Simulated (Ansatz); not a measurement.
The input, for Ansatz 0.2.0:

```yaml
crystal:
  periodic: [false, false, false]
  atoms:
    - {symbol: Si, position_ang: [-0.007566, -0.003224, 1.674960]}
    - {symbol: As, position_ang: [0.009967, 0.005149, -0.662827]}
    - {symbol: H, position_ang: [0.590586, -1.237243, 2.218945]}
    - {symbol: H, position_ang: [0.673693, 1.127427, 2.237158]}
    - {symbol: H, position_ang: [-0.963933, -1.205682, -0.938840]}
    - {symbol: H, position_ang: [-0.830404, 1.022589, -0.919875]}
basis:
  gaussian: {orbitals: def2-TZVPP}
magnetization: {spin_polarized: false, initial_magnetization: 1}
correlation: {method: fci, electrons: all}
scf: {lower_state_search: off}
```

```sh
$ ansatz run in.yaml --threads 1 --pin off --events-out ev --progress --plain --max-ram 2393MiB
```

How does this run end?

Out of memory. The input was made wrong on purpose (too large for memory), so the run isn't a sound calculation of what was asked.
```
these checks for a lower state are left out or cut short: stability, starts, cluster_reference, orbital_swaps, neighbouring_geometries, increment
1787 factors; integrals over basis functions are off by at most 1.9e-7 eV
mean field evaluation 1: about -68718.8242 eV, gradient 1.2e1 eV
mean field evaluation 2: about -68718.8264 eV, gradient 1.2e1 eV
mean field evaluation 4: about -68719.9902 eV, gradient 1.9e0 eV
mean field evaluation 8: about -68720.0142 eV, gradient 2.1e-1 eV
mean field -68720.01477667 eV, -2525.4139629436 hartree, gradient 2.7e-6 eV, S^2 0.750000; 0 other end points of the search recorded, 0 dependent functions left out
reference -68720.01477667 eV, -2525.4139629436 hartree; 26, 25 occupied and 120, 121 virtual orbitals, 1787 factors
Error: with its determinants' occupation strings, the run needs more than 1.7e10 GiB of memory, and 2.33 GiB are given
refused for memory
```
